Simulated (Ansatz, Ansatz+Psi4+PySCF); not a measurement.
```xyz
3

F     0.0000    0.0000   -1.3073
C     0.0000    0.0000    0.0000
O     0.0000    0.9113    0.6942
```

Basis set: cc-pVTZ (spherical functions). Correlated methods keep 3 orbitals frozen. Correlation on ROHF uses semicanonical orbitals with singles. Charge 0, multiplicity 2.

Computed with Ansatz (development build ahead of 0.2.0); the reference of a correlated method needn't be the lowest determinant of its kind.

The atomization energy at this shape (free ground-state atoms in the same class of orbitals less the molecule, no zero-point energy) of doublet CFO:

| method | atomization energy |
| --- | --- |
| ROHF-CCSD | 273.07 kcal/mol |

Q: What does ROHF-CCSD(T) give?

A: 283.04 kcal/mol. Caution: the reference determinant was not shown to be the lowest.
